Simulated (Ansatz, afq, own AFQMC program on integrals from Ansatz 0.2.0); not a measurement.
# HBrF, doublet in cc-pVTZ, levels against CCSDT(Q)

| atom | x (Å) | y (Å) | z (Å) |
| --- | --- | --- | --- |
| Br | 0.0000 | 0.0000 | -1.5767 |
| H | 0.0000 | 0.0000 | 0.1403 |
| F | 0.0000 | 0.0000 | 1.4363 |

Connectivity, by distances: BrH ··· F.

Basis cc-pVTZ. Noble-gas cores (and the filled d shells of Ga–Kr and In–Xe) are frozen. Ansatz 0.2.0 and our own AFQMC program on the same integrals; the CISD trial comes from CCSD amplitudes, and released means the phaseless constraint is let go. Uncertainties: one standard error, sampling alone. No spin–orbit coupling.

Determinant: UHF, the one that the program's search chose, which needn't be the lowest solution. The geometry is a point of a scan.

No full CI on the walks' own integrals is used here; CCSDT(Q) serves as the reference and is uncertain by about the last step of the cluster series.

Cautions: no relativity below Rb; no spin-orbit coupling; inner d shell frozen; an unrestricted solution with more broken spin lies lower (41 meV, ⟨S²⟩ 0.88); the released energies are still falling, so no released level is given (meV from the phaseless value at times in 1/Eh: -12 ± 9 at 0.24, -15 ± 8 at 0.51, -38 ± 9 at 0.99, -48 ± 15 at 1.50), though the last usable value meets CCSDT(Q) within the noise.

```
T1 diagnostic                               : 0.0152
weight of the determinant in the CISD state : 0.879
⟨S²⟩ of the determinant                     : 0.760
size of the correlated space                : 15 electrons in 72 orbitals
```

```csv
level,correlation energy (eV)
MP2,-11.6048
CCSD,-12.0699
CCSD(T),-12.4557
```

Q: Estimate where phaseless AFQMC with a CISD trial lies against CCSD(T) on the same integrals.

A: 0.40 ± 0.14 kcal/mol below CCSD(T).

Reference: CCSDT(Q), correlation energy -12.497 eV.

```csv
level,E − E(reference) (kcal/mol),share of correlation (%)
CCSD(T),0.95,99.67
CCSDT,0.46,99.84
ph-AFQMC/CISD,0.55 ± 0.14,99.81
```
